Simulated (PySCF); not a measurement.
Dipole moment and polarisability of fluoromethane

Compound: fluoromethane, CH3F.
Structure used (GFN2-xTB), in Å, numbered top down from 1:
```xyz
5
CH3F angstrom
C     -0.067    0.007    0.005
F      1.282   -0.110   -0.163
H     -0.299   -0.221    1.046
H     -0.352    1.030   -0.241
H     -0.554   -0.703   -0.665
```

Level: PBE0/def2-SVPD (PySCF), static field, nuclei fixed, core orbitals frozen in the response. The polarisability tensor in these axes (au):

```
x   17.15 -0.08 -0.12
y   -0.08 16.18  0.01
z   -0.12  0.01 16.19
```

Task: What are the eigenvalues, a third of the trace, and Δα (Δα² = ½Σ(αi − αj)² over the three pairs)?

Result: Principal values 16.17, 16.17 and 17.17 au; mean 16.50 au = 2.45 Å³ = 2.72 × 10⁻⁴⁰ C²·m²/J; Δα = 1.00 au (6 % of the mean).

Task: What is the dipole moment, and where does it point?

Result: (-1.76, 0.15, 0.22) D, 1.78 D in size, pointing from the negative to the positive side. Measured along this direction, the outermost atoms are F2 at the negative end and H3, H4 and H5 at the positive end.

Task: Traceless (Buckingham) quadrupole moment about the centre of nuclear charge: eigenvalues?

Result: -0.87, 0.43, 0.43 D·Å. The values depend on the origin, since the dipole doesn't vanish. The electronic extent ⟨r²⟩ about the same centre is 75 bohr², a root-mean-square distance of 1.08 Å for the 18 electrons.

Task: What depolarisation ratio follows for Rayleigh scattering of linearly polarised light, taking the static tensor?

Result: ρ = 3Δα²/(45ᾱ² + 4Δα²) = 3.0/(12257 + 4.0) ≈ 0.000244.

Task: Find the Langevin capture rate constant for NH4+ (18.034 u) meeting this molecule (34.022 u), k = 2.342 × 10⁻⁹ cm³/s × √(α in Å³ / reduced mass in u).

Result: The reduced mass is 11.79 u, so k = 1.07 × 10⁻⁹ cm³/s. The formula leaves out the permanent dipole, which adds to the capture rate.

Task: What would n − 1 = 2πNα be for an ideal gas of these molecules at 273.15 K and 1 atm, electronic part alone?

Result: N = p/kT = 2.6868 × 10¹⁹ cm⁻³, so n − 1 = 2π × N × 2.45 × 10⁻²⁴ cm³ = 413 × 10⁻⁶ at long wavelengths, for an ideal gas.

Task: Orientational against electronic polarisability at 298 K (dilute gas, rigid molecules)?

Result: In Gaussian units μ²/3kT = 25.60 Å³ against 2.45 Å³, a ratio of 10.47; the Debye molar polarisation (4π/3)N_A(α + μ²/3kT) is 70.7 cm³/mol, leaving out the vibrational part.

Geometry: GFN2-xTB; no solvent, vibrations or thermal averaging.
